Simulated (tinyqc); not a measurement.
Worked calculation: Hueckel theory of the pi electrons, for the molecule C=NC(=C)C=O (SMILES; centres numbered as the heavy atoms are written). Computed by tinyqc, a small Python program that keeps every step. Settings: charge = 0. Command: `OMP_NUM_THREADS=1 python tinyqc.py 27780 27781 out.jsonl` (the two numbers bound the seeds that draw the settings). One thread of a shared host (Intel(R) Xeon(R) Processor @ 2.60GHz), about 0.01 s of CPU time with the checks.

## The Hueckel matrix

Centres:
```
centre  z_r, pi electrons of the neutral centre         h
1C                                            1  0.000000
2N                                            1  0.430000
3C                                            1  0.000000
4C                                            1  0.000000
5C                                            1  0.000000
6O                                            1  1.120000
```

Bonds:
```
i  j         k
1  2  0.880000
2  3  0.880000
3  4         1
3  5         1
5  6         1
```

H_rr = alpha + h_r beta, H_rs = k_rs beta for bonded centres.

Hueckel matrix in units of beta (H = alpha + beta A):
```
          1C        2N        3C        4C        5C        6O
1C  0.000000  0.880000  0.000000  0.000000  0.000000  0.000000
2N  0.880000  0.430000  0.880000  0.000000  0.000000  0.000000
3C  0.000000  0.880000  0.000000  1.000000  1.000000  0.000000
4C  0.000000  0.000000  1.000000  0.000000  0.000000  0.000000
5C  0.000000  0.000000  1.000000  0.000000  0.000000  1.000000
6O  0.000000  0.000000  0.000000  0.000000  1.000000  1.120000
```

## Orbitals

pi electrons, sum of z_r less the charge = 6

Diagonalise; E = alpha + x beta with beta < 0, so the largest x are filled first; degenerate levels share their electrons. P = sum n_i c_ri c_si; each orbital has its largest coefficient positive (the first on a tie).

x values: 2.072027  1.469837  0.719060  -0.306022  -0.663606  -1.741296

occupations: 2.000000  2.000000  2.000000  0.000000  0.000000  0.000000

coefficients:
```
         MO1        MO2        MO3        MO4        MO5        MO6
1C  0.150844  -0.321327  -0.526140   0.291158   0.694778   0.172286
2N  0.355174  -0.536703  -0.429916  -0.101251  -0.523930  -0.340910
3C  0.511889  -0.312859   0.384923  -0.206473  -0.043672   0.668869
4C  0.247047  -0.212853   0.535314   0.674700   0.065810  -0.384121
5C  0.501047   0.225300   0.119794  -0.522414   0.424230  -0.480577
6O  0.526295   0.644013  -0.298783   0.366343  -0.237849   0.167958
```

charge and bond-order matrix P:
```
           1C         2N         3C         4C         5C         6O
1C   0.805657   0.904458  -0.049556  -0.351979  -0.119687   0.059303
2N   0.904458   1.198052   0.368474  -0.056313   0.011077  -0.060531
3C  -0.049556   0.368474   1.016153   0.798216   0.464210  -0.094178
4C  -0.351979  -0.056313   0.798216   0.785800   0.279909  -0.334006
5C  -0.119687   0.011077   0.464210   0.279909   0.632318   0.746004
6O   0.059303  -0.060531  -0.094178  -0.334006   0.746004   1.562021
```

## Energy, charges, bond orders

E = sum n x; q_r = z_r - P_rr; bond order p = P_rs; free valence = sqrt(3) - sum of p over the bonds of the atom.

pi energy = 6 alpha + this times beta = 8.521848

pi charges: 1C 0.194343, 2N -0.198052, 3C -0.016153, 4C 0.214200, 5C 0.367682, 6O -0.562021

Bond orders and lengths from R = 1.517 - 0.180 p (angstrom, C-C alone):
```
bond         p         R
1-2   0.904458         -
2-3   0.368474         -
3-4   0.798216  1.373321
3-5   0.464210  1.433442
5-6   0.746004         -
```

free valence of the carbons: 1C 0.827593, 3C 0.101150, 4C 0.933835, 5C 0.521836

gap between the highest filled and the next level = 1.025082 |beta|
